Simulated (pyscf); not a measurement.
PySCF, gas phase, ωB97X-D3(BJ)/def2-SVP geometries. Correlated levels are frozen-core, on RHF or UHF. ΔMP2 is the change of the MP2 total energy from the triple- to the quadruple-zeta basis.

Estimate by transition-state theory (the high-pressure limit) the rate constant of `[BH]=[NH]` + `[OH2]` → `[NH2][BH][OH]` (singlet surface; H–O broken, B–O, H–N formed) at 600 K, with CCSD(T)/def2-TZVPP + ΔMP2(QZVPP) energies (ideal gas, 1 atm, RRHO with modes under 100 cm⁻¹ raised to 100, one conformer, R ln 2 for chiral ones without a mode under 150 cm⁻¹; no tunnelling).

The electronic barrier is 7.2 kcal/mol and the thermal terms add +19.1, so ΔG‡ = 26.3 kcal/mol. With k_BT/h = 1.25e+13 s⁻¹ and RT = 1.192 kcal/mol, and a volume of 8.18e-20 cm³ per molecule at 1 atm, k = 2.8e-16 cm³ molecule⁻¹ s⁻¹. The product is born with the 67 kcal/mol of the reverse barrier and needs collisions to keep. Wigner's tunnelling factor for 970i cm⁻¹ would be 1.23. A shift of 1 kcal/mol in the barrier changes k by a factor 2.3. On the reactant side the descent ends in an adduct with a B–O contact, 1.1 kcal/mol over the separated species and 3.1 kcal/mol under the saddle at ωB97X-D3(BJ)/def2-TZVP. What is counted as formed (B–O) is already present as a longer contact in the reactant adduct; forming that adduct is a step of its own. At ωB97X-D3(BJ) the barrier from the zero used here is 4.1 kcal/mol. This is the saddle that the search found; another between the same sides may lie lower. The CCSD(T) − MP2 part came from Ansatz, without density fitting, on the same reference.
